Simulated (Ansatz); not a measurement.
# How far each method lies from UCCSDT(Q) for Si–O–SiH, doublet

Geometry: displaced at random from a stationary point.

```xyz
4

Si    0.0700    0.0277    1.6586
O    -0.0949    0.0637    0.0527
Si   -0.0183   -0.1123   -1.6214
H     0.0648    1.3450   -1.8731
```

Basis cc-pVDZ; Ansatz 0.2.0. Correlated methods freeze the noble-gas cores, which leaves 15 electrons in 44 orbitals. R marks a restricted (for open shells ROHF) determinant, U an unrestricted one. Active spaces: frontier = (9e, 9o) about the gap.

Full CI isn't at hand for all of this; UCCSDT(Q) serves as the reference, and is uncertain by about the last step of the cluster series. The frozen core follows each run's orbitals, which can shift R against U totals by a few meV.

Unrestricted rows (U) aren't spin-pure: their determinants' ⟨S²⟩ exceeds S(S+1) by up to 0.17, so they mix in states of higher spin. For open shells CISD is restricted-active-space CI with the open shells as a complete middle space.

* UHF ⟨S²⟩: 0.924
* ⟨S²⟩ of the determinant under UCCSD: 0.769
* T1 diagnostic (RCCSD): 0.0334
* largest doubles amplitude (RCCSD): 0.091
* T1 diagnostic (UCCSD): 0.0327

| level | E − E(UCCSDT(Q)) (meV) | share of correlation (%) | wall time |
| --- | --- | --- | --- |
| RHF | 10198 | 0.00 | – |
| UHF | 10067 | 1.28 | 2.8 s |
| RMP2 | 1309 | 87.16 | – |
| UMP2 | 1324 | 87.02 | – |
| CISD | 1521 | 85.08 | 12 s |
| RCCSD | 377 | 96.30 | – |
| UCCSD | 375 | 96.33 | – |
| RCCSD(T) | 72 | 99.30 | 23 s |
| UCCSD(T) | 72 | 99.29 | 34 s |
| BCCD(T) | 63 | 99.38 | 12 s |
| RCCSDT | 36 | 99.65 | – |
| UCCSDT | 36 | 99.65 | – |
| RCCSDT(Q) | 6 | 99.94 | 4.5 min |
| CASSCF (frontier space) | 6534 | 35.92 | – |
| NEVPT2 (frontier space) | 2008 | 80.31 | 14 s |
| MRCISD (frontier space) | 784 | 92.31 | – |
| MRCISD+Q (frontier space) | 121 | 98.81 | 21 s |

The correlation energy at UCCSDT(Q), counted from RHF, is -10.198 eV. That run took 4.5 min on 1 thread of Arm Neoverse V1, shared host.

Times hold each run's SCF and search for its determinant on a shared host, so for small cases they say little of a method's own cost; they ran on 1 thread of Arm Neoverse V1.
